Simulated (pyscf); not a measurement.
One four-centre exchange on the singlet surface with elements of a group swapped. ωB97M-D3(BJ)/def2-TZVP, eV, from the separated reactants. Optimised with ωB97X-D3(BJ)/def2-SVP in PySCF.

| step | barrier | reaction energy | imaginary mode (i cm⁻¹) |
|---|---|---|---|
| `[GeH2]` [singlet] + `[NH3]` → `[NH2][GeH]` [singlet] + `[H][H]` | ? | ? | 1360 |
| `[SnH2]` [singlet] + `[NH3]` → `[NH2][SnH]` [singlet] + `[H][H]` | 0.59 | -0.37 | 1306 |

**Question.** Fill in the missing entries.

**Answer.** 
- `[GeH2]` [singlet] + `[NH3]` → `[NH2][GeH]` [singlet] + `[H][H]`, barrier: 0.50
- `[GeH2]` [singlet] + `[NH3]` → `[NH2][GeH]` [singlet] + `[H][H]`, reaction energy: -0.65

Row 1: On the reactant side the descent ends in an adduct with a Ge–N contact, 1.19 eV under the separated species and 1.62 eV under the saddle at ωB97X-D3(BJ)/def2-TZVP. Row 2: On the reactant side the descent ends in an adduct with a N–Sn contact, 1.06 eV under the separated species and 1.55 eV under the saddle at ωB97X-D3(BJ)/def2-TZVP. Each row is the saddle that its search found. Elements up to Kr have no core potential and no relativistic terms here. Elements past Kr carry the def2 core potentials, without spin-orbit coupling.
